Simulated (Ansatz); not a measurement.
The input, for Ansatz 0.2.0:

```yaml
crystal:
  periodic: [false, false, false]
  atoms:
    - {symbol: Ge, position_ang: [0.003418, -0.020448, -0.000203]}
    - {symbol: H, position_ang: [-0.161457, 0.753045, -1.338471]}
    - {symbol: H, position_ang: [-0.084836, 0.720622, 1.353073]}
basis:
  gaussian: {orbitals: def2-SVPD}
total_charge: 1
magnetization: {spin_polarized: false, initial_magnetization: 1}
correlation: {active_space: {window: {electrons: 3, orbitals: 3}, states: [{multiplicity: 2, irrep: E1u, weights: [1]}]}}
```

```sh
$ ansatz run in.yaml --threads 1 --pin off --events-out ev --progress --plain --max-ram 2393MiB
```

**Question.** How does this run end?

**Answer.** Stopped by an error. The input was made wrong on purpose (irrep not in the group), so the run isn't a sound calculation of what was asked.
```
the irreps are read with x along [0.026, 0.004, 1.000], y along [0.165, -0.986, 0.000] and z along [0.986, 0.165, -0.026] of the geometry given
860 factors; integrals over basis functions are off by at most 1.8e-7 eV
mean field evaluation 1: about -56488.2260 eV, gradient 7.4e0 eV
mean field evaluation 2: about -56488.2270 eV, gradient 7.4e0 eV
mean field evaluation 4: about -56488.6525 eV, gradient 7.8e-1 eV
mean field evaluation 8: about -56488.6577 eV, gradient 2.4e-1 eV
mean field -56488.65817227 eV, -2075.9198984431 hartree, gradient 9.1e-7 eV, S^2 0.750000; 0 other end points of the search recorded, 0 dependent functions left out
reference -56488.65817227 eV, -2075.9198984431 hartree; 17, 16 occupied and 37, 38 virtual orbitals, 860 factors
Error: the irrep E1u is not accepted for these orbitals, which take A', A'', or 1 to 2
```
